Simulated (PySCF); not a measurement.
Question: Write Cartesian coordinates for `N(C)(C)CCC` as optimised with PBE0-D3(BJ)/def2-SVP.

Answer: 
```xyz
19
C5H13N angstrom
C      2.5371    0.7992    0.6842
C      1.0520    0.9783    0.4167
C      0.3806   -0.3140   -0.0257
N     -0.9915   -0.1541   -0.4517
C     -1.8851    0.2395    0.6062
C     -1.4794   -1.3064   -1.1625
H      2.7157    0.0566    1.4788
H      3.0047    1.7423    1.0047
H      3.0707    0.4538   -0.2159
H      0.8860    1.7351   -0.3683
H      0.5657    1.3667    1.3271
H      0.9455   -0.7204   -0.8820
H      0.4727   -1.0751    0.7884
H     -2.8978    0.3927    0.2025
H     -1.5662    1.1898    1.0575
H     -1.9593   -0.5170    1.4227
H     -0.8271   -1.5292   -2.0214
H     -2.4912   -1.1115   -1.5508
H     -1.5329   -2.2264   -0.5341
```

Any rigid rotation of these coordinates is as good. Atoms count from 1 in this order. Of the pairs four or more bonds apart, H11···H15 is among the closest relative to their van der Waals radii: 2.16 Å, 90 % of the sum of Bondi's values. N4 (tertiary amine nitrogen) is pyramidal (angles 113.8°, 112.3° and 111.8°, sum 337.8°, 0.40 Å off the plane of its three neighbours).

Bonds between heavy atoms (Å): C1–C2 1.520, C2–C3 1.522, C3–N4 1.446, N4–C5 1.440, N4–C6 1.439.

Level of theory: PBE0-D3(BJ)/def2-SVP geometry optimisation, gas phase (PySCF 2.14.0).

Point group: C1 (no symmetry element, even within 0.4 Å). PBE0-D3(BJ)/def2-SVP frequencies: not computed here. The numbers are those of one conformer (C1–C2–C3–N4 -173°, C2–C3–N4–C5 -66°).
